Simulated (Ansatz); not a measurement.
`C=C(F)CCl`, charge 0, multiplicity 1.

Give a relaxed structure at PBE0-D4/def2-TZVP (Ansatz 0.2.0). (Best estimate.)

Computed: 
Z-matrix (Å, degrees):
```
C
Cl 1 1.788
C 1 1.479 2 111.6
H 1 1.087 2 107.7 3 121.3
H 1 1.090 2 106.5 3 -120.9
F 3 1.339 1 112.8 2 -67.0
C 3 1.321 1 126.6 2 114.3
H 7 1.082 3 121.0 1 178.3
H 7 1.080 3 119.9 1 -2.0
```
This is one stationary point; other conformers may exist.
